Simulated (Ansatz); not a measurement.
## Property card for TlPt

Method: DFT PBEsol, scalar-relativistic, plane waves, PAW (Ansatz 0.2.0).

Settings: cutoff 420 eV, Γ-centred mesh 6×6×10 on the computed 6-atom cell, Gaussian smearing of 0.10 eV; no spin polarisation.

The structure is relaxed at this level of theory with its symmetry kept. Whether it is the stable form of this composition wasn't checked.

```xyz
6
Lattice="6.2612 0.0000 0.0000 -3.1306 5.4224 0.0000 0.0000 0.0000 4.0630" Properties=species:S:1:pos:R:3 pbc="T T T"
Tl   -1.5653    2.7112    0.0000
Tl    3.1306    0.0000    0.0000
Tl    1.5653    2.7112    0.0000
Pt    0.0000    0.0000    0.0000
Pt    3.1306    1.8075    2.0315
Pt    0.0000    3.6149    2.0315
```

```json
{
  "Space group": "P6/mmm (No. 191)",
  "Volume per atom": "22.99 Å³",
  "Formation energy from the elements' standard states (uncorrected)": "+0.591 eV/atom",
  "Kohn–Sham band gap": "none (metal)",
  "Density of states at the Fermi level": "3.88 states/eV per cell",
  "Löwdin character within 0.5 eV of the Fermi level": "Pt 5d 44 %, Tl 6p 24 %, Pt 6s 19 %, Tl 6s 10 %",
  "Bader charges (e)": "Tl (3 in the cell) 0.44, Pt (1 in the cell) -0.42, Pt (2 in the cell) -0.45"
}
```

Spin-orbit coupling is left out, which matters for the bands of heavy elements.

Cost: 6 runs of about 4 core-minutes in all, on Intel Xeon 6975P-C (Granite Rapids) (shared hosts).